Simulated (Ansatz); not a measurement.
Crystal: BaO$_{3}$, ReO3 type, 4 atoms in the cell.

The calculation used PBE, plane waves, PAW datasets (generated soft set 1) (Ansatz).

Cutoff 420 eV; k-mesh 24×24×24 Γ-centred; Fermi–Dirac smearing of 0.0612 eV; no spin polarisation; no spin–orbit coupling.

| V (Å³/atom) | a (Å) | E − E(min) (meV/atom) | P (GPa) |
| --- | --- | --- | --- |
| 21.541 | 4.4168 | 4.64 | 1.27 |
| 22.458 | 4.4786 | 0.30 | 0.30 |
| 22.916 | 4.5089 | 0.00 | -0.09 |
| 23.375 | 4.5387 | 0.73 | -0.42 |
| 23.833 | 4.5682 | 2.36 | -0.71 |
| 24.291 | 4.5973 | 4.78 | -0.97 |

Fit a third-order Birch–Murnaghan equation of state to the energies.

V₀ = 22.811 Å³/atom (a₀ = 4.502 Å), B₀ = 18.5 GPa, B₀′ = 5.94.

The published all-electron PBE values for this crystal (mean of FLEUR and WIEN2k, k-spacing 0.06 Å⁻¹; Bosoni et al., Nat. Rev. Phys. 6, 45 (2024)) are V₀ = 22.804 Å³/atom, B₀ = 18.5 GPa, B₀′ = 6.02.

The stress includes the program's correction for the finite plane-wave basis.

This cubic structure is a model: it isn't the usual form of the substance at ambient conditions, and such phases are metastable or hypothetical. Spin polarisation is left out, and a magnetic state may lie lower.
